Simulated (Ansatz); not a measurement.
# Cr (Cr, bcc): the cost of one run

Computed with Ansatz 0.2.0 (DFT r²SCAN, plane waves with PAW, scalar-relativistic, unless a step says otherwise).

## Step 1: The system as given

It takes space group Im-3m (No. 229, cubic). The conventional cell has a = 2.830 Å, b = 2.830 Å, c = 2.830 Å, α = 90.00°, β = 90.00°, γ = 90.00°. Cr (site symmetry m-3m) is surrounded by 8 Cr at 2.45 Å.

Structure file:

```
CELL_PARAMETERS angstrom
-1.41488 1.41488 1.41488
1.41488 -1.41488 1.41488
1.41488 1.41488 -1.41488
ATOMIC_POSITIONS crystal
Cr 0.00000 0.00000 0.00000
```

The atoms start with moments of +1.5 μB.

## Step 2: Width 0.01 eV

The run at 0.01 eV.

The input, input.yaml:

```yaml
crystal:
  lattice:
    - [-1.4148813462, 1.4148813462, 1.4148813462]
    - [1.4148813462, -1.4148813462, 1.4148813462]
    - [1.4148813462, 1.4148813462, -1.4148813462]
  atoms:
    - { symbol: Cr, position: [0.0, 0.0, 0.0], spin: 1.5 }
hamiltonian:
  xc: r2scan
  pseudopotentials:
    kind: paw
    azcp:
      Cr: "pseudopotentials/Cr.paw.azcp"
basis:
  ecutwfc: 500
  fft_grid_basis: typed
kpoints:
  mp_grid: { grid: [15, 15, 15], shift: [0, 0, 0] }
magnetization:
  spin_polarized: true
scf:
  occupations: { method: methfessel_paxton, width: 0.01 }
  lower_state_search: "off"
output:
  stress: true
```

Launch:

```
$ ansatz run input.yaml --threads 1 --pin off --max-ram 3584MiB --backend cpu --events-out ev --progress --plain --runs-dir out
```

Q: Estimate wall time and peak memory on 1 thread of Intel Xeon Platinum 8259CL at 2.50GHz (Skylake/Cascade Lake), shared host.

About 62 s, with a peak of 0.51 GiB.
